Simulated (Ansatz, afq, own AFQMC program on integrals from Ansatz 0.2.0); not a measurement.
# NHO, triplet in cc-pVDZ, levels against CCSDT(Q)

```yaml
atoms:
  - { symbol: N, position_ang: [0.0000, 0.0753, 0.5909] }
  - { symbol: O, position_ang: [0.0000, -0.1064, -0.6085] }
  - { symbol: H, position_ang: [0.0000, 0.6430, 1.4480] }
```

Connectivity, by distances: NH–O.

Basis cc-pVDZ. Only valence electrons are correlated. AFQMC by an in-house program on the Cholesky factors that Ansatz 0.2.0 writes for its CCSD(T) run. ph-AFQMC/CISD is guided by a CISD state made of CCSD amplitudes; releasing the constraint for a short imaginary time cuts its bias at the price of noise, slowly where states lie close. Free projection: walkers drawn from exp(T), propagated without any constraint. Its projection time is finite, and what remains of the start isn't in its error. Uncertainties: one standard error, sampling alone.

Determinant: UHF, the one that the program's search chose, which needn't be the lowest solution. The geometry is a point of a scan.

No full CI on the walks' own integrals is used here; CCSDT(Q) serves as the reference and is uncertain by about the last step of the cluster series.

Cautions: lower spins were not checked.

```
T1 diagnostic                               : 0.0188
weight of the determinant in the CISD state : 0.899
⟨S²⟩ of the determinant                     : 2.033
size of the correlated space                : 12 electrons in 31 orbitals
```

```csv
level,correlation energy (eV)
MP2,-8.7094
CCSD,-9.0640
CCSD(T),-9.3153
```

(1) Estimate where free-projection AFQMC lies against CCSD(T) on the same integrals.

(1) 1.51 ± 0.82 mEh below CCSD(T). The gap is under twice the noise, so this walk alone can't tell the two apart.

Reference: CCSDT(Q), correlation energy -9.363 eV. The released energy is read at 2.40 1/Eh (meV from the phaseless value at times in 1/Eh: -1 ± 14 at 0.24, -28 ± 15 at 0.51, -16 ± 16 at 0.99, -32 ± 21 at 1.62, -32 ± 23 at 2.40).

| level | E − E(reference) (mEh) | share of correlation (%) |
| --- | --- | --- |
| CCSD(T) | 1.76 | 99.49 |
| CCSDT | 1.32 | 99.62 |
| ph-AFQMC/HF | 6.57 ± 3.64 | 98.09 |
| ph-AFQMC/CISD | 1.69 ± 0.48 | 99.51 |
| released AFQMC | 0.50 ± 0.86 | 99.86 |
| free AFQMC | 0.25 ± 0.82 | 99.93 |

Free projections are given only where their last times agree within the noise and don't stop above the reference; a slow remainder of the start can still hide under it. A walk keeps the symmetry of its determinant, which the program's search chose and which needn't be the lowest solution, so a lower state of the same spin and another symmetry isn't excluded. Released energies are given only where the last usable release times agree within the noise; a slower fall can still hide under it.
